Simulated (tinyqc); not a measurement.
RKS/PBE0 in the sto-3g basis, for BH2+, spin multiplicity 1, step by step (part 2 of 2). Computed by tinyqc, a small Python program that keeps every step (integrals from PySCF). Command: `OMP_NUM_THREADS=1 python tinyqc.py 24767 24768 out.jsonl` (the two numbers bound the seeds that draw the settings). One thread of a shared host (Intel(R) Xeon(R) Processor @ 2.60GHz), about 0.6 s of CPU time with the checks.

Geometry (angstrom):
```
atom         x          y         z
B     0.000000   0.000000  0.000000
H     0.000000   1.349000  0.498000
H     0.000000  -1.349000  0.498000
```

## Iteration 2: building the Kohn-Sham matrix

D after iteration 1, order 1B 1s, 1B 2s, 1B 2px, 1B 2py, 1B 2pz, 2H 1s, 3H 1s:
```
[[2.033937, -0.129937, 0.000000, 0.000000, -0.032178, -0.191467, -0.191467],
 [-0.129937, 0.582900, 0.000000, 0.000000, 0.082100, 0.464214, 0.464214],
 [0.000000, 0.000000, 0.000000, 0.000000, 0.000000, 0.000000, 0.000000],
 [0.000000, 0.000000, 0.000000, 0.327262, 0.000000, 0.420757, -0.420757],
 [-0.032178, 0.082100, 0.000000, 0.000000, 0.011660, 0.065992, 0.065992],
 [-0.191467, 0.464214, 0.000000, 0.420757, 0.065992, 0.914519, -0.167409],
 [-0.191467, 0.464214, 0.000000, -0.420757, 0.065992, -0.167409, 0.914519]]
```

core Hamiltonian H = T + V (hartree), order 1B 1s, 1B 2s, 1B 2px, 1B 2py, 1B 2pz, 2H 1s, 3H 1s:
```
[[-13.057083, -3.385554, 0.000000, 0.000000, -0.008814, -0.484195, -0.484195],
 [-3.385554, -4.138805, 0.000000, 0.000000, -0.084104, -1.286006, -1.286006],
 [0.000000, 0.000000, -3.288021, 0.000000, 0.000000, 0.000000, 0.000000],
 [0.000000, 0.000000, 0.000000, -3.434192, 0.000000, -1.182429, 1.182429],
 [-0.008814, -0.084104, 0.000000, 0.000000, -3.307941, -0.446809, -0.446809],
 [-0.484195, -1.286006, 0.000000, -1.182429, -0.446809, -2.493011, -0.136795],
 [-0.484195, -1.286006, 0.000000, 1.182429, -0.446809, -0.136795, -2.493011]]
```

nuclear repulsion = 3.87612434 hartree

V_xc (hartree), order 1B 1s, 1B 2s, 1B 2px, 1B 2py, 1B 2pz, 2H 1s, 3H 1s:
```
[[-1.411821, -0.208060, 0.000000, 0.000000, -0.001363, -0.029624, -0.029624],
 [-0.208060, -0.292143, 0.000000, 0.000000, -0.028506, -0.110428, -0.110428],
 [0.000000, 0.000000, -0.264151, 0.000000, 0.000000, 0.000000, 0.000000],
 [0.000000, 0.000000, 0.000000, -0.336365, 0.000000, -0.123057, 0.123057],
 [-0.001363, -0.028506, 0.000000, 0.000000, -0.269322, -0.046893, -0.046893],
 [-0.029624, -0.110428, 0.000000, -0.123057, -0.046893, -0.356086, -0.009780],
 [-0.029624, -0.110428, 0.000000, 0.123057, -0.046893, -0.009780, -0.356086]]
```

E_xc = sum of w rho eps_xc = -3.24093595 hartree

Given earlier and not repeated: Two-electron integrals (ij|kl) in chemists' order.

J_ij = sum D_kl (ij|kl), K_ij = sum D_kl (ik|jl); F = H + J - 0.125 K + V_xc; E = tr D H + tr D J / 2 - 0.0625 tr D K + E_xc + E_nn.

Coulomb J (hartree), order 1B 1s, 1B 2s, 1B 2px, 1B 2py, 1B 2pz, 2H 1s, 3H 1s:
```
[[7.785358, 1.551624, 0.000000, 0.000000, 0.018522, 0.219016, 0.219016],
 [1.551624, 3.169388, 0.000000, 0.000000, 0.131882, 1.006300, 1.006300],
 [0.000000, 0.000000, 3.098300, 0.000000, 0.000000, 0.000000, 0.000000],
 [0.000000, 0.000000, 0.000000, 3.278381, 0.000000, 1.019047, -1.019047],
 [0.018522, 0.131882, 0.000000, 0.000000, 3.119016, 0.393242, 0.393242],
 [0.219016, 1.006300, 0.000000, 1.019047, 0.393242, 2.494141, 0.096464],
 [0.219016, 1.006300, 0.000000, -1.019047, 0.393242, 0.096464, 2.494141]]
```

exchange K (hartree), order 1B 1s, 1B 2s, 1B 2px, 1B 2py, 1B 2pz, 2H 1s, 3H 1s:
```
[[5.859867, 1.076863, 0.000000, 0.000000, -0.004722, 0.151449, 0.151449],
 [1.076863, 0.967737, 0.000000, 0.000000, 0.192486, 0.578403, 0.578403],
 [0.000000, 0.000000, 0.176957, 0.000000, 0.000000, 0.000000, 0.000000],
 [0.000000, 0.000000, 0.000000, 0.871051, 0.000000, 0.588990, -0.588990],
 [-0.004722, 0.192486, 0.000000, 0.000000, 0.228662, 0.183696, 0.183696],
 [0.151449, 0.578403, 0.000000, 0.588990, 0.183696, 1.189410, 0.038943],
 [0.151449, 0.578403, 0.000000, -0.588990, 0.183696, 0.038943, 1.189410]]
```

Kohn-Sham matrix F (hartree), order 1B 1s, 1B 2s, 1B 2px, 1B 2py, 1B 2pz, 2H 1s, 3H 1s:
```
[[-7.416029, -2.176598, 0.000000, 0.000000, 0.008934, -0.313734, -0.313734],
 [-2.176598, -1.382528, 0.000000, 0.000000, -0.004788, -0.462434, -0.462434],
 [0.000000, 0.000000, -0.475992, 0.000000, 0.000000, 0.000000, 0.000000],
 [0.000000, 0.000000, 0.000000, -0.601058, 0.000000, -0.360062, 0.360062],
 [0.008934, -0.004788, 0.000000, 0.000000, -0.486830, -0.123421, -0.123421],
 [-0.313734, -0.462434, 0.000000, -0.360062, -0.123421, -0.503632, -0.054979],
 [-0.313734, -0.462434, 0.000000, 0.360062, -0.123421, -0.054979, -0.503632]]
```

total energy of this density = -25.08319235 hartree

## Iteration 2: diagonalisation and new density

X, order 1B 1s, 1B 2s, 1B 2px, 1B 2py, 1B 2pz, 2H 1s, 3H 1s:
```
[[1.031044, -0.157094, 0.000000, 0.000000, -0.005934, 0.023264, 0.023264],
 [-0.157094, 1.154849, 0.000000, 0.000000, 0.047164, -0.220285, -0.220285],
 [0.000000, 0.000000, 1.000000, 0.000000, 0.000000, 0.000000, 0.000000],
 [0.000000, 0.000000, 0.000000, 1.136864, 0.000000, -0.236007, 0.236007],
 [-0.005934, 0.047164, 0.000000, 0.000000, 1.017641, -0.082802, -0.082802],
 [0.023264, -0.220285, 0.000000, -0.236007, -0.082802, 1.138047, -0.020238],
 [0.023264, -0.220285, 0.000000, 0.236007, -0.082802, -0.020238, 1.138047]]
```

Diagonalise F' = X^T F X, C = X C', fill 3 alpha and 3 beta electrons from the bottom; D = 2 C_occ C_occ^T. Each column has its largest component positive (the first on a tie).

F' = X^T F X (hartree):
```
[[-7.236660, -1.099664, 0.000000, 0.000000, -0.002374, -0.013695, -0.013695],
 [-1.099664, -0.860790, 0.000000, 0.000000, 0.043381, -0.209439, -0.209439],
 [0.000000, 0.000000, -0.475992, 0.000000, 0.000000, 0.000000, 0.000000],
 [0.000000, 0.000000, 0.000000, -0.440392, 0.000000, -0.230330, 0.230330],
 [-0.002374, 0.043381, 0.000000, 0.000000, -0.466297, -0.075860, -0.075860],
 [-0.013695, -0.209439, 0.000000, -0.230330, -0.075860, -0.304649, -0.029480],
 [-0.013695, -0.209439, 0.000000, 0.230330, -0.075860, -0.029480, -0.304649]]
```

orbital energies (hartree): [-7.421650, -0.841613, -0.693829, -0.504713, -0.475992, -0.129900, -0.021732]

coefficients C, order 1B 1s, 1B 2s, 1B 2px, 1B 2py, 1B 2pz, 2H 1s, 3H 1s:
```
[[0.991024, -0.270178, 0.000000, 0.065392, 0.000000, -0.171598, 0.000000],
 [0.033449, 0.852960, 0.000000, -0.266525, 0.000000, 0.811133, 0.000000],
 [0.000000, 0.000000, 0.000000, 0.000000, 1.000000, 0.000000, 0.000000],
 [0.000000, 0.000000, 0.692315, 0.000000, 0.000000, 0.000000, 0.961540],
 [0.000280, 0.026929, 0.000000, 0.922414, 0.000000, 0.447205, 0.000000],
 [-0.005922, 0.201079, 0.316674, 0.170078, 0.000000, -0.781842, -0.791346],
 [-0.005922, 0.201079, -0.316674, 0.170078, 0.000000, -0.781842, 0.791346]]
```

D after iteration 2, order 1B 1s, 1B 2s, 1B 2px, 1B 2py, 1B 2pz, 2H 1s, 3H 1s:
```
[[2.110251, -0.394604, 0.000000, 0.000000, -0.013996, -0.120392, -0.120392],
 [-0.394604, 1.457318, 0.000000, 0.000000, 0.045957, 0.342629, 0.342629],
 [0.000000, 0.000000, 0.000000, 0.000000, 0.000000, 0.000000, 0.000000],
 [0.000000, 0.000000, 0.000000, 0.958601, 0.000000, 0.438477, -0.438477],
 [-0.013996, 0.045957, 0.000000, 0.000000, 0.001451, 0.010826, 0.010826],
 [-0.120392, 0.342629, 0.000000, 0.438477, 0.010826, 0.281501, -0.119629],
 [-0.120392, 0.342629, 0.000000, -0.438477, 0.010826, -0.119629, 0.281501]]
```

## Iteration 26 (converged): orbitals

converged F (hartree), order 1B 1s, 1B 2s, 1B 2px, 1B 2py, 1B 2pz, 2H 1s, 3H 1s:
```
[[-7.103676, -2.102628, 0.000000, 0.000000, 0.005583, -0.303828, -0.303828],
 [-2.102628, -1.281000, 0.000000, 0.000000, -0.023893, -0.447336, -0.447336],
 [0.000000, 0.000000, -0.348296, 0.000000, 0.000000, 0.000000, 0.000000],
 [0.000000, 0.000000, 0.000000, -0.506241, 0.000000, -0.355205, 0.355205],
 [0.005583, -0.023893, 0.000000, 0.000000, -0.361534, -0.121318, -0.121318],
 [-0.303828, -0.447336, 0.000000, -0.355205, -0.121318, -0.540618, -0.050851],
 [-0.303828, -0.447336, 0.000000, 0.355205, -0.121318, -0.050851, -0.540618]]
```

As before.

F' = X^T F X (hartree):
```
[[-6.925366, -1.081071, 0.000000, 0.000000, -0.003625, -0.011940, -0.011940],
 [-1.081071, -0.763537, 0.000000, 0.000000, 0.027127, -0.202980, -0.202980],
 [0.000000, 0.000000, -0.348296, 0.000000, 0.000000, 0.000000, 0.000000],
 [0.000000, 0.000000, 0.000000, -0.327639, 0.000000, -0.237594, 0.237594],
 [-0.003625, 0.027127, 0.000000, 0.000000, -0.339515, -0.076356, -0.076356],
 [-0.011940, -0.202980, 0.000000, -0.237594, -0.076356, -0.352928, -0.027851],
 [-0.011940, -0.202980, 0.000000, 0.237594, -0.076356, -0.027851, -0.352928]]
```

orbital energies (hartree): [-7.110158, -0.780841, -0.662370, -0.388029, -0.348296, -0.130168, 0.009654]

coefficients C, order 1B 1s, 1B 2s, 1B 2px, 1B 2py, 1B 2pz, 2H 1s, 3H 1s:
```
[[0.990155, -0.250863, 0.000000, 0.111660, 0.000000, -0.181770, 0.000000],
 [0.036551, 0.757626, 0.000000, -0.444940, 0.000000, 0.827240, 0.000000],
 [0.000000, 0.000000, 0.000000, 0.000000, 1.000000, 0.000000, 0.000000],
 [0.000000, 0.000000, 0.569858, 0.000000, 0.000000, 0.000000, 1.038808],
 [0.000967, 0.064941, 0.000000, 0.851575, 0.000000, 0.567597, 0.000000],
 [-0.006521, 0.278802, 0.410837, 0.248956, 0.000000, -0.735472, -0.746809],
 [-0.006521, 0.278802, -0.410837, 0.248956, 0.000000, -0.735472, 0.746809]]
```

D after iteration 26, order 1B 1s, 1B 2s, 1B 2px, 1B 2py, 1B 2pz, 2H 1s, 3H 1s:
```
[[2.086677, -0.307739, 0.000000, 0.000000, -0.030668, -0.152795, -0.152795],
 [-0.307739, 1.150665, 0.000000, 0.000000, 0.098472, 0.421979, 0.421979],
 [0.000000, 0.000000, 0.000000, 0.000000, 0.000000, 0.000000, 0.000000],
 [0.000000, 0.000000, 0.000000, 0.649476, 0.000000, 0.468238, -0.468238],
 [-0.030668, 0.098472, 0.000000, 0.000000, 0.008436, 0.036199, 0.036199],
 [-0.152795, 0.421979, 0.000000, 0.468238, 0.036199, 0.493121, -0.182028],
 [-0.152795, 0.421979, 0.000000, -0.468238, 0.036199, -0.182028, 0.493121]]
```

## Convergence

Stop when the energy changes by less than 1e-09 hartree and every element of the error matrix X^T (F D S - S D F) X is below 9e-06.

Course of the cycle:
```
iteration   E (hartree)     change  largest element of the error matrix
1          -24.25387020          -                             4.86e-01
2          -25.08319235  -8.29e-01                             2.55e-01
3          -25.16713627  -8.39e-02                             1.82e-01
4          -25.19947799  -3.23e-02                             1.09e-01
5          -25.21233888  -1.29e-02                             7.35e-02
6          -25.21764869  -5.31e-03                             4.61e-02
7          -25.21984032  -2.19e-03                             3.03e-02
8          -25.22075259  -9.12e-04                             1.93e-02
9          -25.22113165  -3.79e-04                             1.26e-02
10         -25.22128956  -1.58e-04                             8.07e-03
11         -25.22135528  -6.57e-05                             5.23e-03
12         -25.22138266  -2.74e-05                             3.36e-03
13         -25.22139405  -1.14e-05                             2.17e-03
14         -25.22139880  -4.75e-06                             1.40e-03
15         -25.22140078  -1.98e-06                             9.05e-04
16         -25.22140160  -8.23e-07                             5.84e-04
17         -25.22140194  -3.43e-07                             3.77e-04
18         -25.22140209  -1.43e-07                             2.43e-04
19         -25.22140214  -5.94e-08                             1.57e-04
20         -25.22140217  -2.48e-08                             1.01e-04
21         -25.22140218  -1.03e-08                             6.54e-05
22         -25.22140218  -4.29e-09                             4.22e-05
23         -25.22140219  -1.79e-09                             2.72e-05
24         -25.22140219  -7.45e-10                             1.76e-05
25         -25.22140219  -3.10e-10                             1.13e-05
26         -25.22140219  -1.29e-10                             7.31e-06
```

PySCF RKS in the same basis, fine grid = -25.22133482 hartree

Converged in 26 iterations. The coarse grid moves the energy by -6.74e-05 hartree.

## Populations, bond orders and dipole

overlap S, order 1B 1s, 1B 2s, 1B 2px, 1B 2py, 1B 2pz, 2H 1s, 3H 1s:
```
[[1.000000, 0.269328, 0.000000, 0.000000, 0.000000, 0.038038, 0.038038],
 [0.269328, 1.000000, 0.000000, 0.000000, 0.000000, 0.356469, 0.356469],
 [0.000000, 0.000000, 1.000000, 0.000000, 0.000000, 0.000000, 0.000000],
 [0.000000, 0.000000, 0.000000, 1.000000, 0.000000, 0.372790, -0.372790],
 [0.000000, 0.000000, 0.000000, 0.000000, 1.000000, 0.137620, 0.137620],
 [0.038038, 0.356469, 0.000000, 0.372790, 0.137620, 1.000000, 0.033834],
 [0.038038, 0.356469, 0.000000, -0.372790, 0.137620, 0.033834, 1.000000]]
```

Mulliken: Z minus the diagonal of D S on the atom; Loewdin: the same with S^(1/2) D S^(1/2); Mayer order: 2 sum_s sum (D(s) S)_ij (D(s) S)_ji over the two atoms.

Charges (e):
```
atom  Mulliken   Loewdin
1B    0.622217  0.686202
2H    0.188891  0.156899
3H    0.188891  0.156899
```

Mayer bond orders:
```
pair     order
2-1   0.928104
3-1   0.928104
3-2   0.036216
```

dipole moment about the origin, x y z (debye): [0.000000, 0.000000, 0.145454]
